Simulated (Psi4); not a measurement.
# Predicting a hybrid from its neighbours: NS (Mononitrogen monosulfide)

The species is NS (2 atoms), meant as a doublet with charge 0. As SMILES, `[N]=S`. The coordinates come from a PBE0-D4/def2-TZVP relaxation.

The vertical energy of the quartet above the doublet y, in eV, basis cc-pVTZ; a is the functional's share of exact exchange. Programs: Psi4 1.11.

| functional | program | a | y (eV) |
| --- | --- | --- | --- |
| UPBE | Psi4 | 0 | 3.71 |
| U-revPBE | Psi4 | 0 | 3.69 |
| UTPSSh | Psi4 | 0.1 | ? |
| UB3LYP | Psi4 | 0.2 | 3.68 |
| UPBE0 | Psi4 | 0.25 | 3.55 |
| UBHLYP | Psi4 | 0.5 | 3.47 |

Task: Fit y = c + s·a to the known rows and predict UTPSSh.

Result: 
1. Means of the 5 rows: a = 0.1900, y = 3.620.
2. Σ(Δa)² = 0.172, Σ(Δa·Δy) = -0.0805, so the slope is -0.0805/0.172 = -0.46802.
3. Intercept: 3.620 − (-0.46802) × 0.1900 = 3.709. The largest residual of the fit is 0.065.
4. UTPSSh: 3.709 + (-0.46802) × 0.1 = 3.66 eV.

The run gave 3.58 eV, so the prediction is off by +0.08 eV, about the scatter of the fit. Exact exchange favours the state with more unpaired electrons.
